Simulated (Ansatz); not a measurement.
# P3: the cost of one run

Method: def2-TZVPP, core rule «outside noble gas», up to 15 orbitals frozen; program: Ansatz 0.2.0, Gaussian basis.

The runs, in order: UHF; ROHF; CCSD(T) on UHF.

**1. The geometry**

The geometry is a PBE0/def2-TZVP stationary point (not a proven minimum) of the parent state, kept for this charge and spin.

3 atoms, charge 0, spin multiplicity 2.

Atoms are counted from 1 here; the program's logs count them from 0.

Bond lengths: P1–P2 2.056 Å, P2–P3 2.056 Å. Angles: P1–P2–P3 107.7°.

**2. UHF**

Contents of in.yaml:

```yaml
crystal:
  periodic: [false, false, false]
  atoms:
    - {symbol: P, position_ang: [0.000000, -0.404315, 1.659704]}
    - {symbol: P, position_ang: [0.000000, 0.808631, 0.000000]}
    - {symbol: P, position_ang: [0.000000, -0.404315, -1.659704]}
basis:
  gaussian: {orbitals: def2-TZVPP}
magnetization: {spin_polarized: true, initial_magnetization: 1}
hamiltonian: {xc: hf}
output: {orbitals: {seedname: orbitals}}
```

Run with:

```console
> ansatz run in.yaml --threads 1 --pin off --events-out ev --progress --plain --max-ram 4096MiB --backend cpu
```

Q: Estimate wall time and peak memory on 1 thread of AMD EPYC 7R13, shared host.

About 36 s, with a peak of 0.42 GiB.
